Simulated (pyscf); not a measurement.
Structures and frequencies: ωB97X-D3(BJ)/def2-SVP in PySCF.

Task: PBE/def2-TZVP puts the barrier of `[CH3][SiH]([Cl])[Cl]` + `[H][H]` → `[CH3][SiH2][Cl]` + `[ClH]` (four-centre exchange; singlet surface; Cl–Si, H–H broken, H–Si, Cl–H formed) at 1.93 eV and the reaction energy at +0.86 eV, from the separated reactants. What do PBE0-D3(BJ)/def2-TZVP, M06-2X/def2-TZVP, ωB97M-D3(BJ)/def2-TZVP give on the same structures?

Result: PBE0-D3(BJ): ΔE‡ = 2.03 eV, ΔE = +0.89 eV; M06-2X: ΔE‡ = 2.25 eV, ΔE = +0.96 eV; ωB97M-D3(BJ): ΔE‡ = 2.21 eV, ΔE = +0.88 eV. PBE's barrier lies under all of them, by 0.11 to 0.33 eV. Its reaction energy lies under all of them, by 0.02 to 0.10 eV. One saddle was located; it need not be the lowest between these sides.
